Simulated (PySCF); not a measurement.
Species: sodium chloride, NaCl.
Structure used (PBE0-D3(BJ)/def2-TZVP), in Å, numbered top down from 1:
```xyz
2
NaCl angstrom
Na     1.275    0.214    0.049
Cl    -1.082    0.272    0.023
```

All values: wB97X-D/pcSseg-2 (PySCF, non-relativistic), on one gas-phase PBE0-D3(BJ)/def2-TZVP geometry that isn't relaxed in the solvent. The solvent is an IEF-PCM continuum (cavity from Bondi-type radii × 1.2). The model holds no explicit solvent molecules, cavitation or dispersion.

Gas phase at wB97X-D/pcSseg-2: HOMO -8.34 eV, LUMO -0.36 eV, dipole 9.22 D.

Problem. What does the continuum do to the energy, the frontier levels and the dipole at wB97X-D/pcSseg-2 in chloroform?

Solution. 
```
   solvent      ε  E(solvent) − E(gas) (kcal/mol)  polarisation term (kcal/mol)  distortion of the solute (kcal/mol)  HOMO (eV)  LUMO (eV)  dipole (D)
chloroform  4.711                          -14.87                        -16.16                                 1.29      -9.28       0.37       10.06
```

Polarisation term: ½ Σ q·V over the induced surface charges. Distortion: the rise of the solute's own energy as its density leaves the gas-phase optimum.

Problem. Which radius a makes the point-dipole formula ΔE = −[(ε − 1)/(2ε + 1)]·μ²/a³ give the value in chloroform, with the gas-phase dipole?

Solution. μ = 3.626 au and |ΔE| = 0.02370 Eh give a = 3.08 Å; the farthest nucleus lies 1.18 Å from the centroid of the nuclei. The formula assumes a rigid point dipole at the centre of a sphere.

Problem. Give the dipole vector in the frame of the coordinates (D, pointing from negative to positive charge), gas and chloroform.

Solution. Gas (9.21, -0.23, 0.10), solvent (10.06, -0.25, 0.11). Its length changes by +9 % and its direction by less than 1°.

wB97X-D is run here without its empirical dispersion term; that term would change no orbital, density or response property at a fixed geometry.
